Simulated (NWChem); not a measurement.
Everything below was run with NWChem. System: S (-1), charge -1, spin multiplicity 2. Its SCF solution wasn't tested for a lower state. Level: ROCCSD(T)/aug-cc-pVDZ, 5 core orbitals frozen.

NWChem printed:

```
             Northwest Computational Chemistry Package (NWChem) 7.3.0
             --------------------------------------------------------

                                NWChem Input Module
                                -------------------

 Scaling coordinates for geometry "geometry" by  1.889725989
 (inverse scale =  0.529177249)

                             Geometry "geometry" -> ""
                             -------------------------

 Output coordinates in angstroms (scale by  1.889725989 to convert to a.u.)

  No.       Tag          Charge          X              Y              Z
 ---- ---------------- ---------- -------------- -------------- --------------
    1 S                   16.0000     0.00000000     0.00000000     0.00000000

 Effective nuclear repulsion energy (a.u.)       0.0000000000

            Nuclear Dipole moment (a.u.)
            ----------------------------
        X                 Y               Z
 ---------------- ---------------- ----------------
     0.0000000000     0.0000000000     0.0000000000

      Symmetry information
      --------------------

 Group name             D2h
 Group number             26
 Group order               8
 No. of unique centers     1

      Symmetry unique atoms

     1


 Summary of "ao basis" -> "" (spherical)
 ------------------------------------------------------------------------------
       Tag                 Description            Shells   Functions and Types
 ---------------- ------------------------------  ------  ---------------------
 *                        aug-cc-pvdz                 on all atoms

 Summary of "ao basis" -> "ao basis" (spherical)
 ------------------------------------------------------------------------------
       Tag                 Description            Shells   Functions and Types
 ---------------- ------------------------------  ------  ---------------------
 S                        aug-cc-pvdz               11       27   5s4p2d

                                 NWChem SCF Module
                                 -----------------

  ao basis        = "ao basis"
  functions       =    27
  atoms           =     1
  closed shells   =     8
  open shells     =     1
  charge          =  -1.00
  wavefunction    = ROHF
  use symmetry    = T
  symmetry adapt  = T

 Summary of "ao basis" -> "ao basis" (spherical)
 ------------------------------------------------------------------------------
       Tag                 Description            Shells   Functions and Types
 ---------------- ------------------------------  ------  ---------------------
 S                        aug-cc-pvdz               11       27   5s4p2d

      Symmetry analysis of basis
      --------------------------

        ag          9
        au          0
        b1g         2
        b1u         4
        b2g         2
        b2u         4
        b3g         2
        b3u         4

 Forming initial guess at       0.1s

 Swapping ROHF orbitals     7    9

      Symmetry analysis of molecular orbitals - initial
      -------------------------------------------------

  Numbering of irreducible representations:

     1 ag          2 au          3 b1g         4 b1u         5 b2g
     6 b2u         7 b3g         8 b3u

  Orbital symmetries:

     1 ag          2 ag          3 b1u         4 b3u         5 b2u
     6 ag          7 b2u         8 b3u         9 b1u        10 b1u
    11 ag         12 b2u        13 b3u        14 ag         15 b2g
    16 b3g        17 ag         18 b1g        19 b1u

 Starting SCF solution at       0.1s

 ----------------------------------------------
         Quadratically convergent ROHF

 Convergence threshold     :          1.000E-07
 Maximum no. of iterations :          100
 Final Fock-matrix accuracy:          1.000E-09
 ----------------------------------------------

              iter       energy          gnorm     gmax       time
             ----- ------------------- --------- --------- --------
                 1     -397.5221367238  3.70D-01  1.92D-01      0.3
                 2     -397.5283604653  5.04D-02  2.91D-02      0.3
                 3     -397.5286628530  1.12D-03  4.68D-04      0.3
                 4     -397.5286631202  9.05D-07  5.86D-07      0.3
[...]
  ----- ------------  ---------------      ----- ------------  ---------------
    13      0.505139  1 S  py                10      0.499664  1 S  py
    16      0.179985  1 S  py

 Vector    9  Occ=1.000000D+00  E= 5.978477D-02  Symmetry=b1u
              MO Center=  3.1D-30, -1.7D-30, -1.3D-15, r^2= 1.7D+00
   Bfn.  Coefficient  Atom+Function         Bfn.  Coefficient  Atom+Function
  ----- ------------  ---------------      ----- ------------  ---------------
    11      0.528950  1 S  pz                14      0.522584  1 S  pz

 Vector   10  Occ=0.000000D+00  E= 2.924946D-01  Symmetry=b1u
              MO Center= -4.0D-16,  4.3D-16,  1.1D-15, r^2= 1.1D+01
   Bfn.  Coefficient  Atom+Function         Bfn.  Coefficient  Atom+Function
  ----- ------------  ---------------      ----- ------------  ---------------
    17      1.245780  1 S  pz                14     -0.640531  1 S  pz

 Vector   11  Occ=0.000000D+00  E= 2.990646D-01  Symmetry=b3u
              MO Center=  1.5D-21, -3.9D-31, -1.1D-30, r^2= 1.1D+01
   Bfn.  Coefficient  Atom+Function         Bfn.  Coefficient  Atom+Function
  ----- ------------  ---------------      ----- ------------  ---------------
    15      1.234531  1 S  px                12     -0.669152  1 S  px

 Vector   12  Occ=0.000000D+00  E= 2.990646D-01  Symmetry=b2u
              MO Center=  5.0D-27, -5.7D-21,  7.4D-27, r^2= 1.1D+01
   Bfn.  Coefficient  Atom+Function         Bfn.  Coefficient  Atom+Function
  ----- ------------  ---------------      ----- ------------  ---------------
    16      1.234531  1 S  py                13     -0.669152  1 S  py

 center of mass
 --------------
 x =   0.00000000 y =   0.00000000 z =   0.00000000

 moments of inertia (a.u.)
 ------------------
           0.000000000000           0.000000000000           0.000000000000
           0.000000000000           0.000000000000           0.000000000000
           0.000000000000           0.000000000000           0.000000000000

  Mulliken analysis of the total density
  --------------------------------------

    Atom       Charge   Shell Charges
 -----------   ------   -------------------------------------------------------
    1 S   16    17.00   2.00  2.01  0.91  0.99  0.09  6.00  2.16  2.35  0.49 -0.00  0.00

 Mulliken analysis of the open-shell density
 -------------------------------------------

    Atom       Charge   Shell Charges
 -----------   ------   -------------------------------------------------------
    1 S   16     1.00  -0.00 -0.00  0.00  0.00  0.00  0.00  0.46  0.48  0.06 -0.00  0.00

       Multipole analysis of the density wrt the origin
       ------------------------------------------------

     L   x y z        total         open         nuclear
     -   - - -        -----         ----         -------
     0   0 0 0     -1.000000     -1.000000     16.000000

     1   1 0 0     -0.000000     -0.000000      0.000000
     1   0 1 0      0.000000      0.000000      0.000000
     1   0 0 1     -0.000000      0.000000      0.000000

     2   2 0 0    -15.516256     -1.201580      0.000000
     2   1 1 0      0.000000      0.000000      0.000000
     2   1 0 1     -0.000000     -0.000000      0.000000
     2   0 2 0    -15.516256     -1.201580      0.000000
     2   0 1 1     -0.000000     -0.000000      0.000000
     2   0 0 2    -12.292072     -3.604741      0.000000

                   NWChem Extensible Many-Electron Theory Module
                   ---------------------------------------------


            General Information
            -------------------
      Number of processors :     1
         Wavefunction type : Restricted open-shell Hartree-Fock
          No. of electrons :    17
           Alpha electrons :     9
            Beta electrons :     8
           No. of orbitals :    54
            Alpha orbitals :    27
             Beta orbitals :    27
        Alpha frozen cores :     5
         Beta frozen cores :     5
     Alpha frozen virtuals :     0
      Beta frozen virtuals :     0
         Spin multiplicity : doublet
    Number of AO functions :    27
       Number of AO shells :    11
        Use of symmetry is : on
      Symmetry adaption is : on
         Schwarz screening : 0.10D-09

          Correlation Information
          -----------------------
          Calculation type : Coupled-cluster singles & doubles w/ perturbation
   Perturbative correction : (T)
            Max iterations :      100
        Residual threshold : 0.10D-05
     T(0) DIIS level shift : 0.00D+00
     L(0) DIIS level shift : 0.00D+00
     T(1) DIIS level shift : 0.00D+00
     L(1) DIIS level shift : 0.00D+00
     T(R) DIIS level shift : 0.00D+00
     T(I) DIIS level shift : 0.00D+00
   CC-T/L Amplitude update :  5-th order DIIS
                I/O scheme : Global Array Library
        L-threshold :  0.10D-05
        EOM-threshold :  0.10D-05
 no EOMCCSD initial starts read in
 TCE RESTART OPTIONS
 SLICE:      F
 D4D5:       F
 quantumc:   F
 qrotation:  F
 pwtce:      F
 qducc:      F
 nacto:                         0
 nrotv:                         0
 nrot:                          0

            Memory Information
            ------------------
          Available GA space size is     249035342 doubles
          Available MA space size is     104855620 doubles

 Maximum block size supplied by input
 Maximum block size        24 doubles

 tile_dim =      6

 -------------------------------------------------

 Global array virtual files algorithm will be used

 Parallel file system coherency ......... OK

 4-electron integrals stored in orbital form

 v2    file size   =             7150
 4-index algorithm nr.  13 is used
 imaxsize =       30
 imaxsize ichop =        0


CCSD iterations
 ---------------------------------------------------------
 Iter          Residuum       Correlation     Cpu    Wall
 ---------------------------------------------------------
    1   0.0708256404876  -0.1315634548683     0.3     0.3
    2   0.0202662975669  -0.1404488336232     0.3     0.3
    3   0.0073176738899  -0.1424580199834     0.3     0.3
    4   0.0029783976161  -0.1430780426954     0.3     0.3
    5   0.0014159283481  -0.1432573122108     0.3     0.3
    6   0.0004935763126  -0.1433697101806     0.3     0.3
    7   0.0002149843678  -0.1434070405635     0.3     0.3
    8   0.0001296404314  -0.1434040572404     0.3     0.3
    9   0.0000821380271  -0.1434080308090     0.3     0.3
   10   0.0000506822892  -0.1434075958734     0.3     0.3
   11   0.0000124615952  -0.1434090109232     0.3     0.3
   12   0.0000047272821  -0.1434099461293     0.4     0.4
   13   0.0000026067657  -0.1434100635835     0.4     0.4
   14   0.0000014093383  -0.1434100910599     0.4     0.4
   15   0.0000008345159  -0.1434100954588     0.4     0.4
 -----------------------------------------------------------------
 Iterations converged
 CCSD correlation energy / hartree =        -0.143410095458788
 CCSD total energy / hartree       =      -397.672073215629780

 Singles contributions

 Doubles contributions
 CCSD(T)
 Using plain CCSD(T) code
             total no. of tasks         1976
 total no. of tasks / no. procs         1976
                         wl_min            2           1.1
                         wl_max          216           2.4
        thresh for no. of tasks         1976

 CCSD[T]  correction energy / hartree =        -0.004248971096932
 CCSD[T] correlation energy / hartree =        -0.147659066555720
 CCSD[T] total energy / hartree       =      -397.676322186726736
 CCSD(T)  correction energy / hartree =        -0.004193969471616
 CCSD(T) correlation energy / hartree =        -0.147604064930405
 CCSD(T) total energy / hartree       =      -397.676267185101381

 Task  times  cpu:        6.7s     wall:        6.7s

 Total times  cpu:        6.8s     wall:        6.8s
```

### Question
Write an NWChem input that would produce this output.

### Answer
Several could match; the one computed here: 
```
start mol
memory heap 100 mb stack 700 mb global 1900 mb
charge -1
geometry units angstroms nocenter noautoz
  S      0.000000     0.000000     0.000000
  symmetry group D2h
end
basis spherical
  * library aug-cc-pvdz
end
scf
  rohf
  nopen 1
  maxiter 100
  thresh 1e-7
  semidirect memsize 60000000 filesize 0
  # guess.movecs holds the orbitals of an unrestricted PBE0 run
  vectors input guess.movecs swap 7 9 output mol.movecs
end
tce
  freeze core 5
  ccsd(t)
  2eorb
  2emet 13
  thresh 1e-6
  maxiter 100
  tilesize 24
end
task tce energy
```
